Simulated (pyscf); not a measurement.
# Four-centre exchange: `[F][SiH][F]` [doublet] + `[OH2]` → `[OH][Si]([F])[F]` [doublet] + `[H][H]`

Gas phase, doublet surface, charge 0. Bonds broken: Si2–H4, O5–H6. Bonds formed: Si2–O5, H4–H6. Optimised with ωB97X-D3(BJ)/def2-SVP in PySCF.

Transition state (Å):

```xyz
7

F     -0.2808     0.2225     1.3665
Si    -0.7709    -0.7203     0.1285
F     -2.1297    -1.3869     0.7650
H     -1.8267     0.3334    -0.7608
O      0.2942     0.1874    -1.1259
H     -0.9469     0.5778    -1.0942
H      0.9908     0.7345    -0.7285
```

One imaginary mode, 1321i cm⁻¹; descent along it reached the two sides named, in the forms told below.

```csv
bond,change,reactant side (Å),saddle,product side
Si2–H4,breaks,1.497,1.737,3.5
O5–H6,breaks,0.967,1.301,2.7
Si2–O5,forms,2.499,1.879,1.651
H4–H6,forms,2.7,0.972,0.760
```

Electronic energies relative to the separated reactants (eV):

| level | barrier | reaction energy | reverse barrier |
|---|---|---|---|
| ωB97X-D3(BJ)/def2-TZVP | 1.30 | -0.96 | 2.26 |
| PBE/def2-TZVP | 1.00 | -0.92 | 1.92 |
| r²SCAN/def2-TZVP | 1.05 | -1.06 | 2.11 |
| B3LYP-D3(BJ)/def2-TZVP | 1.27 | -0.96 | 2.24 |
| PBE0-D3(BJ)/def2-TZVP | 1.16 | -0.91 | 2.07 |
| M06-2X/def2-TZVP | 1.24 | -1.09 | 2.33 |
| ωB97M-D3(BJ)/def2-TZVP | 1.26 | -0.94 | 2.21 |
| HF/def2-TZVP | 2.16 | -0.88 | 3.05 |

With ωB97M-D3(BJ)/def2-TZVP energies and thermal terms (ideal gas, 1 atm, RRHO with modes under 100 cm⁻¹ raised to 100, one conformer, R ln 2 for chiral ones without a mode under 150 cm⁻¹), in eV:

```json
[
 {"T (K)": "298", "ΔH‡": "1.19", "ΔG‡": "1.65", "ΔH": "-1.06", "ΔG": "-1.00"},
 {"T (K)": "600", "ΔH‡": "1.20", "ΔG‡": "2.11", "ΔH": "-1.01", "ΔG": "-0.95"},
 {"T (K)": "900", "ΔH‡": "1.22", "ΔG‡": "2.56", "ΔH": "-0.97", "ΔG": "-0.93"},
 {"T (K)": "1200", "ΔH‡": "1.26", "ΔG‡": "3.00", "ΔH": "-0.94", "ΔG": "-0.92"}
]
```

On the reactant side the descent ends in a complex, 0.23 eV under the separated species and 1.53 eV under the saddle at ωB97X-D3(BJ)/def2-TZVP. At the saddle there is also a short H–Si contact that neither side keeps. The same reactants have a lower exit, to HO–SiH(F)–F + H• (barrier +0.75 eV at ωB97M-D3(BJ)/def2-TZVP, against +1.26 eV here). This is the saddle that the search found; another between the same sides may lie lower.
